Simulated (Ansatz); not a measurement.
System: trans-butane, C4H10, net charge 0, singlet state. 
Coordinates optimised at B3LYP-D3(BJ)/def2-TZVP (Ansatz, a first-principles code):
```xyz
14

C      0.6994     1.8273     0.0005
C      0.7016     0.3014     0.0009
C     -0.7016    -0.3014    -0.0009
C     -0.6994    -1.8273    -0.0005
H      1.7140     2.2299     0.0018
H     -1.7140    -2.2299    -0.0018
H      0.1846     2.2193     0.8812
H      0.1869     2.2190    -0.8816
H     -0.1869    -2.2190     0.8816
H     -0.1846    -2.2193    -0.8812
H      1.2502    -0.0651    -0.8732
H      1.2478    -0.0648     0.8765
H     -1.2478     0.0648    -0.8765
H     -1.2502     0.0651     0.8732
```

Basis-set convergence of Hartree-Fock and MP2 correlation energies (hartree) with Ansatz. Correlated levels leave the core frozen unless marked. No spin-orbit coupling. No relativistic terms.

```json
[
 {"basis": "cc-pVDZ", "functions": "106", "E(HF)": "-157.31002", "E(corr, MP2)": "-0.58811"},
 {"basis": "cc-pVTZ", "functions": "260", "E(HF)": "?", "E(corr, MP2)": "?"}
]
```

**Question.** Complete the blanks.

**Answer.** 
- cc-pVTZ, E(HF): -157.35549
- cc-pVTZ, E(corr, MP2): -0.71831
